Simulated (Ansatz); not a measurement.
The first iterations of a band of C2H6N2O (11 atoms, charge 0, multiplicity 1).

Method: Ansatz, RKS r2SCANh-D4/6-31G*.

```json
{
 "movable images": "5",
 "climbing image": "yes",
 "spring": "5.0 eV/Å²",
 "optimiser": "quadratic models (default)",
 "start path": "through a guess of the saddle point",
 "force threshold": "0.5 eV/Å",
 "iteration limit": "60",
 "end points": "relaxed"
}
```

Initial state:

```xyz
11
Properties=species:S:1:pos:R:3
C -1.190 0.563 0.910
N -0.419 -0.539 0.379
C 0.583 -0.291 -0.510
N 0.743 0.851 -1.062
O 1.310 -1.437 -0.697
H -2.042 0.161 1.463
H -0.601 1.215 1.568
H -1.553 1.167 0.078
H -0.271 -1.342 0.971
H 1.491 0.834 -1.751
H 2.015 -1.240 -1.328
```

Final state:

```xyz
11
Properties=species:S:1:pos:R:3
C -1.141 0.592 0.951
N -0.034 -0.309 0.721
C 0.629 -0.264 -0.469
N 0.451 0.676 -1.316
O 1.478 -1.336 -0.551
H -1.995 0.390 0.291
H -1.455 0.502 1.993
H -0.807 1.613 0.762
H -0.069 -1.220 1.152
H 1.084 0.593 -2.108
H 1.926 -1.293 -1.405
```

| iteration | highest image above the first end (eV) | largest band force component (eV/Å) |
| --- | --- | --- |
| 1 | 7.037 | 9.745 |
| 2 | 4.168 | 5.289 |

Question: Does the band converge within its limit, and where does its top end?

Answer: It converged. It ended after 7 iterations with the highest image 0.063 eV above the first end. The threshold of 0.5 eV/Å is loose, so the images may lie well off the minimum-energy path. The order of the stationary point at the top wasn't checked.

Run time: 2.2 min on 2 threads of AMD EPYC 7R43 64-Core Processor (Zen 3) (shared host), peak memory 0.21 GiB.
